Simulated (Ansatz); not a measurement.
Input file:

```yaml
crystal:
  periodic: [false, false, false]
  atoms:
    - {symbol: B, position_ang: [0.000000, 0.050000, -1.226441]}
    - {symbol: N, position_ang: [0.000000, 0.000000, -1.226441]}
    - {symbol: H, position_ang: [0.000000, 0.000000, 1.147221]}
basis:
  gaussian: {orbitals: 6-31G}
magnetization: {spin_polarized: false, initial_magnetization: 1}
correlation: {active_space: {window: {electrons: 5, orbitals: 8}}}
accuracy: high
```

```sh
$ ansatz run in.yaml --threads 1 --pin off --events-out ev --progress --plain --max-ram 2393MiB
```

One thing in this input was set wrong on purpose, beside settings that are merely unusual. What is the gravest fault, and what does the program do?

Atoms on top of each other. How the run ends: converged.
```
401 factors; integrals over basis functions are off by at most 2.8e-9 eV
mean field evaluation 1: about 5637.2450 eV, gradient 8.9e1 eV
mean field evaluation 2: about 5637.1772 eV, gradient 8.8e1 eV
mean field evaluation 4: about 5631.5449 eV, gradient 2.9e0 eV
mean field evaluation 8: about 5631.4719 eV, gradient 1.6e-1 eV
mean field evaluation 16: about 5631.4438 eV, gradient 1.3e-6 eV
mean field 5631.37925453 eV, 206.9493705182 hartree, gradient 5.5e-8 eV, S^2 0.750000; 2 other end points of the search recorded, 0 dependent functions left out
reference 5631.37925453 eV, 206.9493705182 hartree; 7, 6 occupied and 13, 14 virtual orbitals, 401 factors
state 5630.17276058 eV, 206.9050326830 hartree
Total energy: 5630.17276058 eV, 206.9050326830 hartree
```
